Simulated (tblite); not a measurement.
Species: C₅H₆S (charge -1 and doublet state).
Structure used (GFN2-xTB), in Å, numbered top down from 1:
```xyz
12
C5H6S angstrom
C      2.3127    0.0263    0.0763
C      0.9842    0.2298    0.0160
C     -0.0254   -0.6828    0.4330
S      0.4006   -2.2143    1.0797
C     -1.4105   -0.3838    0.3393
C     -2.0117    0.7382   -0.1115
H      3.0220    0.7682   -0.2611
H      2.7129   -0.8927    0.4688
H      0.6292    1.1739   -0.3884
H     -2.0575   -1.1848    0.6865
H     -3.0878    0.8261   -0.1259
H     -1.4675    1.5952   -0.4740
```

Level: GFN2-xTB in tblite, geometry and Hessian alike; calculated harmonic values, unscaled, isolated species. Errors from tens to a few hundred cm⁻¹ against measured bands are possible. One conformer, not necessarily the lowest. Open shells enter through the occupations alone, without spin polarisation, and single modes of such species can be off by tens of per cent.

Harmonic wavenumbers (cm⁻¹): 103.4, 155.9, 212.0, 255.5, 316.8, 434.9, 512.2, 578.4, 644.9, 702.5, 713.0, 752.0, 958.4, 966.9, 974.0, 1018.2, 1157.9, 1258.8, 1314.1, 1333.7, 1408.6, 1433.8, 1562.4, 1607.2, 2989.6, 3008.0, 3050.2, 3059.1, 3085.0, 3116.2.

A = 3774, B = 2477, C = 1495 MHz; mass 98.019 u (most abundant isotopes); point group Cs, symmetry number 1; spin multiplicity 2.

Problem. Zero-point energy?

Solution. Half the sum of the wavenumbers: 19342 cm⁻¹ = 231.38 kJ/mol.

Problem. Give the ideal-gas entropy at 298.15 K and 1 bar in the rigid-rotor, harmonic-oscillator model (classical rotation).

Solution. Translation 166.04, rotation 115.20, vibration 61.94, spin (R ln 2) 5.76: S = 348.9 J/(mol K).

Problem. And Cp and H(298.15 K) − H(0)?

Solution. Cp = 111.27 J/(mol K), of which vibrations give 78.02 (their classical limit is 30 R = 249.4); H(298.15 K) − H(0) = 20.76 kJ/mol without the zero-point energy, 10.84 from vibrations.

Problem. Which modes carry the vibrational entropy at 298.15 K?

Solution. 103.4 cm⁻¹: 14.18; 155.9 cm⁻¹: 10.87; 212.0 cm⁻¹: 8.48; 255.5 cm⁻¹: 7.08; 316.8 cm⁻¹: 5.55; 434.9 cm⁻¹: 3.53 J/(mol K); the other 24 give 12.25 together.

Problem. What must be added to the electronic energy to get the Gibbs energy at 298.15 K and 1 bar?

Solution. ZPE + [H(298.15 K) − H(0)] − T·S = 231.38 + 20.76 − 104.04 = 148.10 kJ/mol.

Problem. How do the functions run with temperature in this model?

Solution. 
```tsv
T (K)	S (J/(mol K))	Cp (J/(mol K))	H − H(0) (kJ/mol)	G − H(0) (kJ/mol)	ln q(vib)
100	262.9	55.8	4.17	-22.12	0.46
200	310.3	84.0	11.17	-50.89	1.68
300	349.6	111.8	20.97	-83.92	3.10
500	418.1	157.4	48.17	-160.89	6.11
800	502.2	199.5	102.30	-299.42	10.55
1000	548.7	217.6	144.10	-404.61	13.30
```

q(vib) and H(0) count from the zero-point level.

Hindered rotation and anharmonicity are outside this model. Other conformers, if any are populated, would add a mixing term that is left out.

Time: 0.23 s. Hardware: an Arm Neoverse V2 with one thread, shared host. The figure is for the frequency step alone.
